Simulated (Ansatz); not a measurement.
How methods differ on PHF2 (difluorophosphine)

PHF2: 4 atoms, total charge 0, spin state singlet. SMILES: `FPF`. Geometry: relaxed at GFN2-xTB.

```xyz
4

F     1.2007    0.6039   -0.2440
P    -0.0208   -0.4330   -0.4600
F    -1.1772    0.6655   -0.1956
H    -0.0027   -0.8363    0.8997
```

Quantity: the electronic atomisation energy, in eV. The values are calculated. Electronic energies at fixed atoms, without zero-point motion or spin-orbit coupling.

| level | kind | program | value (eV) | less FCI/STO-3G | CPU time (all runs) |
| --- | --- | --- | --- | --- | --- |
| revPBE/STO-3G | GGA | Ansatz | 12.84 | +3.82 | 1.8 s |
| CAM-B3LYP/STO-3G | range-separated hybrid | Ansatz | 12.54 | +3.52 | 1.9 s |
| HSE06/STO-3G | range-separated hybrid | Ansatz | 12.17 | +3.15 | 2.3 s |
| wB97X/STO-3G | range-separated hybrid | Ansatz | 11.97 | +2.95 | 6.8 s |
| RPA@PBE/STO-3G | RPA | Ansatz | 8.14 | -0.88 | 2.4 s |
| CCSD(T)/STO-3G | coupled cluster or CI | Ansatz | 9.00 | -0.02 | 0.29 s |
| CCSD/STO-3G | coupled cluster or CI | Ansatz | 8.93 | -0.09 | 0.27 s |
| CCSDT/STO-3G | coupled cluster or CI | Ansatz | 9.02 | 0.00 | 0.64 s |
| FCI/STO-3G | exact in the basis | Ansatz | 9.02 | 0.00 | 0.47 s |

FCI/STO-3G is exact within its basis and frozen core, so for wave-function methods in that basis the difference is their error; functionals converge differently with the basis, so for them it is only a difference. The values span 8.14 to 12.84 eV. All rows use very small basis sets, so none should be taken for the real molecule's value. In so small a basis fixed costs decide the times, and correlated methods can beat functionals. CPU times are rough (shared hosts, several kinds of processor and program).
